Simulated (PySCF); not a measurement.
Molecule: `CC1(C)CCC1`, C₆H₁₂.

Bonds (- single, = double, # triple, : aromatic): C1-C2, C2-C3, C2-C4, C4-C5, C5-C6, C6-C2. C1 carries H7, H8, H9; C3 carries H10, H11, H12; C4 carries H13, H14; C5 carries H15, H16; C6 carries H17, H18.

Frames of a GFN2-xTB Langevin trajectory at 600 K; GIAO PBE0/pcSseg-1 shieldings in PySCF 2.14.0 with density-fitted response routines, gas phase, non-relativistic; equivalent atoms averaged within each frame.

δ = σ(ref) − σ, references computed at the same level: ¹³C (σref 186.93) and ¹H (σref 31.72) vs TMS. The references are static minima.

Q: How do the shifts (ppm) fluctuate along the trajectory?

A: 
```csv
time (fs),C2,C1/C3,C4/C6,C5,H7/H8/H9/H10/H11/H12,H13/H14/H17/H18,H15/H16
250,42.0,40.5,37.2,19.4,2.25,2.22,2.19
425,35.0,37.1,38.4,11.7,1.22,2.02,2.00
625,45.6,31.5,42.8,24.2,1.16,2.30,3.24
800,29.9,41.6,39.8,8.2,2.06,2.21,0.62
1000,32.3,32.7,31.8,9.9,1.03,0.85,1.58
mean of frames,37.0,36.7,38.0,14.7,1.54,1.92,1.93
standard deviation,6.6,4.5,4.0,6.9,0.57,0.61,0.95
```

5 frames give an uncertainty of the mean of about the standard deviation over 2.2 at best, since frames this close in time may not be independent; classical motion lacks zero-point vibration, and the reference would need the same averaging.
